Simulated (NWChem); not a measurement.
Basis-set convergence for difluoromethane (CH$_{2}$F$_{2}$)

SMILES: FCF
```xyz
5

F      1.1105     0.0000    -0.2897
C      0.0000     0.0000     0.4951
F     -1.1105     0.0000    -0.2897
H      0.0000     0.9226     1.1222
H      0.0000    -0.9226     1.1222
```
Charge 0, spin multiplicity 1.

All runs are NWChem calculations. All single points use one geometry, from PBE/def2-SVP, a minimum by its harmonic frequencies.

Quantity: LUMO energy at the level PBE0.

The Pople sets run with spherical d functions.

```tsv
basis	functions	LUMO energy (eV)
3-21G	31	3.63
6-31G*	46	3.21
pcseg-1	52	(withheld)
6-31+G*	58	0.54
6-311++G**	80	(withheld)
aug-cc-pVDZ	87	0.02
aug-pcseg-1	87	-0.03
pcseg-2	118	0.81
def2-TZVPP	121	(withheld)
def2-TZVPD	135	0.45
```

Q: Fill in the missing entries.

A: 
- pcseg-1, LUMO energy (eV): 1.65
- 6-311++G**, LUMO energy (eV): 0.08
- def2-TZVPP, LUMO energy (eV): 1.68

This LUMO lies above zero in the largest set, so its value hangs on the diffuse functions.
